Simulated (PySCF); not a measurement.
Molecule: SMILES Fc1ccccc1, C6H5F.

Bonds (- single, = double, # triple, : aromatic): F1-C2 1.333 Å, C2:C3 1.390 Å, C3:C4 1.394 Å, C4:C5 1.395 Å, C5:C6 1.395 Å, C6:C7 1.394 Å, C7:C2 1.390 Å. C3 carries H8; C4 carries H9; C5 carries H10; C6 carries H11; C7 carries H12.

Geometry PBE0-D3(BJ)/def2-SVP throughout; GIAO in PySCF 2.14, gas phase, one conformer, non-relativistic; equivalent atoms averaged; basis pcSseg-1.

For orientation, B97-2 gives these shifts δ (against CFCl3, TMS at the same level): F1 -109.9, C2 167.4, C4/C6 132.6, C5 125.7, C3/C7 118.0, H9/H11 7.38, H10 7.15, H8/H12 7.08 ppm.

A run gave: F1 -109.9, C2 170.7, C4/C6 135.7, C5 128.7, C3/C7 120.9, H9/H11 7.44, H10 7.21, H8/H12 7.14 ppm (shifts δ (against CFCl3, TMS at the same level)).

Q: Which functional was used in that run?
A. B97-D
B. KT3
C. BHandHLYP
D. mPW1PW91

A: D. C4/C6 tells them apart best: mPW1PW91 gives 135.7, B97-D gives 128.8, BHandHLYP gives 138.4, KT3 gives 123.3 ppm.
